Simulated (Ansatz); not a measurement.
How far each method lies from full CI for GeH2⁺, doublet

Geometry: that of the GeH2, singlet, kept fixed.

```xyz
3

Ge    0.0000   -0.0303    0.0000
H     0.0000    1.0906   -1.1335
H     0.0000    1.0906    1.1335
```

Basis cc-pVTZ; Ansatz 0.2.0. Only valence electrons are correlated (noble-gas cores and the filled d shells of p-block atoms frozen), which leaves 5 electrons in 57 orbitals. R marks a restricted (for open shells ROHF) determinant, U an unrestricted one. Active spaces: valence = (5e, 6o) chosen from the atoms' valence shells. No spin–orbit coupling is included, and no scalar relativity.

Full CI is exact within this basis and frozen core; it isn't the basis-set limit. The frozen core follows each run's orbitals, which can shift R against U totals by a few meV for light atoms and by up to 0.1 eV past Ca.

For open shells CISD and CISDTQ are restricted-active-space CI with the open shells as a complete middle space.

```
UHF ⟨S²⟩                          : 0.766
T1 diagnostic (RCCSD)             : 0.0255
largest doubles amplitude (RCCSD) : 0.053
```

```tsv
level	E − E(RHF) (eV)
RMP2	-2.1047
RCCSD	-2.6690
RCCSD(T)	-2.7300
```

Q: Estimate how far full CI in cc-pVTZ lies from RCCSD(T). The table doesn't fix it; the size of (T) and the diagnostics are the guide.

A: Full CI in cc-pVTZ lies 0.39 kcal/mol below RCCSD(T), which is 28 % of the (T) step (-1.41 kcal/mol). The diagnostics give no warning, yet the rest is a sizeable part of (T).

The other levels:

| level | E − E(full CI) (kcal/mol) | share of correlation (%) | wall time |
| --- | --- | --- | --- |
| CISD | 3.27 | 94.84 | 1.3 s |
| BCCD(T) | 0.38 | 99.40 | 2.4 s |
| RCCSDT | 0.00 | 100.00 | – |
| CISDTQ | 0.03 | 99.95 | 6 s (H100) |
| RCCSDT(Q) | -0.02 | 100.03 | 19 s |
| CASSCF (valence space) | 35.57 | 43.84 | – |
| NEVPT2 (valence space) | 9.64 | 84.78 | 1.7 s |
| MRCISD (valence space) | 1.04 | 98.36 | – |
| MRCISD+Q (valence space) | -0.05 | 100.09 | 2.3 s |

The correlation energy at full CI, counted from RHF, is -2.747 eV. That run took 7.5 s on 2 threads of AMD EPYC 7R13 with a shared H100 80 GB, shared host over 11,720,236 determinants.

Run but not shown, since their state or frozen core can't be matched to the reference's or they repeat it: UHF, UMP2, UCCSD, UCCSD(T), UCCSDT, UCCSDT(Q).

Times hold each run's SCF and search for its determinant on a shared host, so for small cases they say little of a method's own cost; rows without a card ran on 1 thread of AMD EPYC 7R13.

The full-CI state has the irrep A1 of C2v, in the program's axes.

Natural occupations of full CI about the gap: 1.948 1.930 0.993 0.033 0.026 0.021 0.011 0.008 0.006 0.005; effectively unpaired electrons, Σ n²(2−n)², 1.04.
